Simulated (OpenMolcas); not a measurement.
**H2S2 (SMILES SS): a chain of runs**

Wanted: the energy (UHF/STO-3G), then the energy (CASSCF(2,2)/STO-3G), then the energy (CASPT2(2,2)/STO-3G), then the energy (SC-NEVPT2(2,2)/STO-3G), then the energy (MRCI(2,2)/STO-3G) of H2S2. 

The calculation is run with OpenMolcas 26.06.

1 further run of the same task is left out (it didn't finish).

## (1) The system as given

The species is H2S2 (4 atoms), meant as a singlet with charge 0. As SMILES, `SS`. The S1–S2 distance was set to 4.092 Å, away from the relaxed value. At this shape a bond of the SMILES string is far longer than usual.

Bond lengths: S1–H3 1.347 Å, S2–H4 1.347 Å.

## (2) The energy at UHF/STO-3G (run 1)

step1.inp

```
&GATEWAY
BasLib=$CurrDir
BasisSet
S.STO-3G....
S1 1.508747 -2.699999 0.266021 angstrom
S2 0.060220 1.121560 0.067360 angstrom
End of Basis
BasisSet
H.STO-3G....
H3 0.498847 -3.263379 0.956211 angstrom
H4 -0.619290 1.020250 -1.090950 angstrom
End of Basis
&SEWARD
&SCF
UHF
Scramble=0.25
PrOrbitals=1 1
```

The basis set STO-3G is read from a file made from the Basis Set Exchange's data (not shown).

Run with:

```bash
$ export MOLCAS_MEM=1860
$ pymolcas step1.inp > step1.log
```

Standard output:

```text
--- Start Module: gateway ---
[...]
--- Stop Module: gateway /rc=_RC_ALL_IS_WELL_ ---
--- Start Module: seward ---
[...]
      Basis functions           20
--- Stop Module: seward /rc=_RC_ALL_IS_WELL_ ---
--- Start Module: scf ---
[...]
       Convergence after  43 Iterations
[...]
::    Total SCF energy                               -787.4207637297
[...]
      Total spin, S                                     0.6205669289
[...]
      Total electronic charge=   34.000000
      Total            charge=   -0.000000
[...]
      Dipole Moment (debye):
      Origin of the operator (angstrom)=    0.7587   -0.7994    0.1595
                   X= -8.5545E-01               Y= -3.4626E-01               Z= -2.3584E-01           Total=  9.5253E-01
      Quadrupole Moment (debye*angstrom):
[...]
--- Stop Module: scf /rc=_RC_ALL_IS_WELL_ ---
[...]
```

It took 2 s on 1 thread of Arm Neoverse V2, shared host; peak memory 0.37 GiB.

## (3) The energy at CASSCF(2,2)/STO-3G (run 2)

step2.inp

```
&GATEWAY
  BASLIB=$CurrDir
  BASISSET
  S.STO-3G....
  S1 1.508747 -2.699999 0.266021 angstrom
  S2 0.060220 1.121560 0.067360 angstrom
  End of Basis
  BASISSET
  H.STO-3G....
  H3 0.498847 -3.263379 0.956211 angstrom
  H4 -0.619290 1.020250 -1.090950 angstrom
  End of Basis

&SEWARD

&RASSCF
  FILEORB=$CurrDir/step1.UnaOrb
  SPIN=1
  NACTEL=2 0 0
  INACTIVE=16
  RAS2=2
  ORBLISTING=Nothing
```

The basis set STO-3G is read from a file made from the Basis Set Exchange's data (not shown).

Run with:

```bash
$ export MOLCAS_MEM=1860
$ pymolcas step2.inp > step2.log
```

Standard output:

```text
--- Start Module: gateway ---
[...]
--- Stop Module: gateway /rc=_RC_ALL_IS_WELL_ ---
--- Start Module: seward ---
[...]
      Basis functions           20
--- Stop Module: seward /rc=_RC_ALL_IS_WELL_ ---
--- Start Module: rasscf ---
[...]
      Number of active orbitals                  2
[...]
      Spin quantum number                      0.0
[...]
      Active orbitals                            2
[...]
      Number of CSFs                             3
[...]
      Number of root(s) required                 1
[...]
      Convergence after 16 iterations
[...]
      printout of CI-coefficients larger than  0.05 for root  1
      energy=    -787.419282
      conf/sym  11     Coeff  Weight
             1  20  -0.71740 0.51467
             3  02   0.69666 0.48533
      Natural orbitals and occupation numbers for root  1
      sym 1:   1.029334   0.970666
      ************************************************************************************************************************
      *                                                    Final results                                                     *
[...]
::    RASSCF root number  1 Total energy:   -787.41928153
[...]
      Total electronic charge=   34.000000
      Total            charge=   -0.000000
[...]
      Dipole Moment (debye):
      Origin of the operator (angstrom)=    0.7587   -0.7994    0.1595
                   X= -8.4970E-01               Y= -3.4052E-01               Z= -2.3565E-01           Total=  9.4524E-01
      Quadrupole Moment (debye*angstrom):
[...]
--- Stop Module: rasscf /rc=_RC_ALL_IS_WELL_ ---
[...]
```

Run time: 1.5 s. Hardware: 1 thread of Arm Neoverse V2, shared host; peak memory 0.37 GiB.

## (4) A single-point energy at CASPT2(2,2)/STO-3G (run 3)

step3.inp

```
>>> EXPORT MOLCAS_PRINT=2

&gateway
  baslib = $CurrDir
  basisset
  S.STO-3G....
  S1 1.508747 -2.699999 0.266021 angstrom
  S2 0.060220 1.121560 0.067360 angstrom
  End of Basis
  basisset
  H.STO-3G....
  H3 0.498847 -3.263379 0.956211 angstrom
  H4 -0.619290 1.020250 -1.090950 angstrom
  End of Basis

&seward

&rasscf
  fileorb = $CurrDir/step2.RasOrb
  spin = 1
  nactel = 2 0 0
  inactive = 16
  ras2 = 2
  orblisting = Nothing

&caspt2
  imaginary = 0.1
  frozen = 10
```

The basis set STO-3G is read from a file made from the Basis Set Exchange's data (not shown).

Run with:

```bash
$ export MOLCAS_MEM=1860
$ pymolcas step3.inp > step3.log
```

Standard output:

```text
--- Start Module: gateway ---
[...]
--- Stop Module: gateway /rc=_RC_ALL_IS_WELL_ ---
[...]
      Basis functions           20
[...]
--- Start Module: rasscf ---
[...]
      Number of active orbitals                  2
[...]
      Spin quantum number                      0.0
[...]
      Active orbitals                            2
[...]
      Number of CSFs                             3
[...]
      Number of root(s) required                 1
[...]
      Convergence after  4 iterations
[...]
      printout of CI-coefficients larger than  0.05 for root  1
      energy=    -787.419282
      conf/sym  11     Coeff  Weight
             1  20  -0.71740 0.51467
             3  02   0.69666 0.48533
      Natural orbitals and occupation numbers for root  1
      sym 1:   1.029334   0.970666
      ************************************************************************************************************************
      *                                                    Final results                                                     *
[...]
::    RASSCF root number  1 Total energy:   -787.41928155
[...]
      Total electronic charge=   34.000000
      Total            charge=   -0.000000
[...]
      Dipole Moment (debye):
      Origin of the operator (angstrom)=    0.7587   -0.7994    0.1595
                   X= -8.4952E-01               Y= -3.4048E-01               Z= -2.3555E-01           Total=  9.4503E-01
      Quadrupole Moment (debye*angstrom):
[...]
--- Stop Module: rasscf /rc=_RC_ALL_IS_WELL_ ---
--- Start Module: caspt2 ---
[...]
 ###    WARNING: User changed nr of frozen orbitals.                         ###
 ###############################################################################
[...]
      E2 (Variational):          -0.0298196895
      Total energy:            -787.4491012444
[...]
      Reference weight:           0.98484
[...]
::    CASPT2 Root  1     Total energy:   -787.44910124
[...]
--- Stop Module: caspt2 /rc=_RC_ALL_IS_WELL_ ---
[...]
```

Wall time 1.4 s (1 thread of Arm Neoverse V2, shared host); peak memory 0.37 GiB.

## (5) The energy at SC-NEVPT2(2,2)/STO-3G (run 4)

step4.inp

```
&GATEWAY
BasLib = $CurrDir
BasisSet
S.STO-3G....
S1 1.508747 -2.699999 0.266021 angstrom
S2 0.060220 1.121560 0.067360 angstrom
End of Basis
BasisSet
H.STO-3G....
H3 0.498847 -3.263379 0.956211 angstrom
H4 -0.619290 1.020250 -1.090950 angstrom
End of Basis
&SEWARD
&RASSCF
FileOrb = $CurrDir/step2.RasOrb
Spin = 1
Nactel = 2 0 0
Inactive = 16
Ras2 = 2
OrbListing = Nothing
&CASPT2
SC-NEVPT2
Frozen = 10
```

The basis set STO-3G is read from a file made from the Basis Set Exchange's data (not shown).

Run with:

```bash
$ export MOLCAS_MEM=1860
$ pymolcas step4.inp > step4.log
```

Standard output:

```text
--- Start Module: gateway ---
[...]
--- Stop Module: gateway /rc=_RC_ALL_IS_WELL_ ---
[...]
      Basis functions           20
[...]
--- Start Module: rasscf ---
[...]
      Number of active orbitals                  2
[...]
      Spin quantum number                      0.0
[...]
      Active orbitals                            2
[...]
      Number of CSFs                             3
[...]
      Number of root(s) required                 1
[...]
      Convergence after  4 iterations
[...]
      printout of CI-coefficients larger than  0.05 for root  1
      energy=    -787.419282
      conf/sym  11     Coeff  Weight
             1  20  -0.71740 0.51467
             3  02   0.69666 0.48533
      Natural orbitals and occupation numbers for root  1
      sym 1:   1.029334   0.970666
      ************************************************************************************************************************
      *                                                    Final results                                                     *
[...]
::    RASSCF root number  1 Total energy:   -787.41928155
[...]
      Total electronic charge=   34.000000
      Total            charge=   -0.000000
[...]
      Dipole Moment (debye):
      Origin of the operator (angstrom)=    0.7587   -0.7994    0.1595
                   X= -8.4952E-01               Y= -3.4048E-01               Z= -2.3555E-01           Total=  9.4503E-01
      Quadrupole Moment (debye*angstrom):
[...]
--- Stop Module: rasscf /rc=_RC_ALL_IS_WELL_ ---
--- Start Module: caspt2 ---
[...]
 ###    WARNING: User changed nr of frozen orbitals.                         ###
 ###############################################################################
[...]
      E2 (Variational):          -0.0300535789
[...]
      E2 (Variational):          -0.0300529959
      Total energy:            -787.4493345508
[...]
      Reference weight:           0.98443
[...]
::    SC-NEVPT2 Root  1     Total energy:   -787.44933455
[...]
--- Stop Module: caspt2 /rc=_RC_ALL_IS_WELL_ ---
[...]
```

Wall time 1.4 s (1 thread of Arm Neoverse V2, shared host); peak memory 0.37 GiB.

## (6) The energy at MRCI(2,2)/STO-3G (run 5)

step5.input

```
* H2S2 MRCI
&GATEWAY
BasLib = $CurrDir
BasisSet
S.STO-3G....
S1 1.508747 -2.699999 0.266021 angstrom
S2 0.060220 1.121560 0.067360 angstrom
End of Basis
BasisSet
H.STO-3G....
H3 0.498847 -3.263379 0.956211 angstrom
H4 -0.619290 1.020250 -1.090950 angstrom
End of Basis
&SEWARD
&RASSCF
FileOrb = $CurrDir/step2.RasOrb
Spin = 1
Nactel = 2 0 0
Inactive = 16
Ras2 = 2
OrbListing = Nothing
&MOTRA
LumOrb
Frozen = 10
&GUGA
Electrons = 14
Spin = 1
Inactive = 6
Active = 2
CIAll = 1
&MRCI
SDCI
```

The basis set STO-3G is read from a file made from the Basis Set Exchange's data (not shown).

Run with:

```bash
$ export MOLCAS_MEM=1860
$ pymolcas step5.input > step5.log
```

Standard output:

```text
--- Start Module: gateway ---
[...]
--- Stop Module: gateway /rc=_RC_ALL_IS_WELL_ ---
[...]
      Basis functions           20
[...]
      Number of active orbitals                  2
[...]
      Spin quantum number                      0.0
[...]
      Active orbitals                            2
[...]
      Number of CSFs                             3
[...]
      Number of root(s) required                 1
[...]
      Convergence after  4 iterations
[...]
      printout of CI-coefficients larger than  0.05 for root  1
      energy=    -787.419282
      conf/sym  11     Coeff  Weight
             1  20  -0.71740 0.51467
             3  02   0.69666 0.48533
      Natural orbitals and occupation numbers for root  1
      sym 1:   1.029334   0.970666
      ************************************************************************************************************************
      *                                                    Final results                                                     *
[...]
::    RASSCF root number  1 Total energy:   -787.41928155
[...]
      Dipole Moment (debye):
      Origin of the operator (angstrom)=    0.7587   -0.7994    0.1595
                   X= -8.4952E-01               Y= -3.4048E-01               Z= -2.3555E-01           Total=  9.4503E-01
      Quadrupole Moment (debye*angstrom):
[...]
      *** WARNING: Default frozen orbitals is overwritten by user input.
      *** Default values:  10
[...]
--- Start Module: guga ---
[...]
--- Stop Module: guga /rc=_RC_ALL_IS_WELL_ ---
--- Start Module: mrci ---
[...]
       (But an ACPF correction will be computed)
       USE THE DEFAULT ACPF G-VALUE GFAC=  0.14285714285714285
[...]
                      CI ENERGY:  -787.46403663
[...]
                ACPF CORRECTION:    -0.00138308
[...]
      Total electronic charge=   34.000000
      Total            charge=   -0.000000
[...]
     ACPF CORRECTION:     -0.00138308
[...]
  CI State   1     Total energy:   -787.46403663     QDav:     -0.00162195     QACPF:     -0.00138308
[...]
--- Stop Module: mrci /rc=_RC_ALL_IS_WELL_ ---
[...]
```

Wall time 1.5 s (1 thread of Arm Neoverse V2, shared host); peak memory 0.37 GiB.

## (7) Summary of results

| quantity | value |
| --- | --- |
| run 1, UHF/STO-3G: total energy | -787.42076 Eh |
| run 1, UHF/STO-3G: dipole moment | 0.95 D |
| run 1, UHF/STO-3G: HOMO energy | -6.56 eV |
| run 1, UHF/STO-3G: LUMO energy | 5.96 eV |
| run 1, UHF/STO-3G: HOMO–LUMO gap | 12.52 eV |
| run 1, UHF/STO-3G: ⟨S²⟩ | 1.006 |
| run 2, CASSCF(2,2)/STO-3G: total energy | -787.41928 Eh |
| run 2, CASSCF(2,2)/STO-3G: dipole moment (CASSCF density) | 0.95 D |
| run 3, CASPT2(2,2)/STO-3G: total energy | -787.44910 Eh |
| run 3, CASPT2(2,2)/STO-3G: dipole moment (CASSCF density) | 0.95 D |
| run 4, SC-NEVPT2(2,2)/STO-3G: total energy | -787.44933 Eh |
| run 4, SC-NEVPT2(2,2)/STO-3G: dipole moment (CASSCF density) | 0.95 D |
| run 5, MRCI(2,2)/STO-3G: total energy | -787.46404 Eh |
| run 5, MRCI(2,2)/STO-3G: dipole moment (CASSCF density) | 0.95 D |

What this shows: ⟨S²⟩ (run 1, UHF/STO-3G) is 1.01 where a pure singlet has 0.00: the reference is spin-contaminated. Mulliken charges (run 5, MRCI(2,2)/STO-3G) of the CASSCF density run from -0.06 on H4 to +0.06 on S2; they depend strongly on the basis.
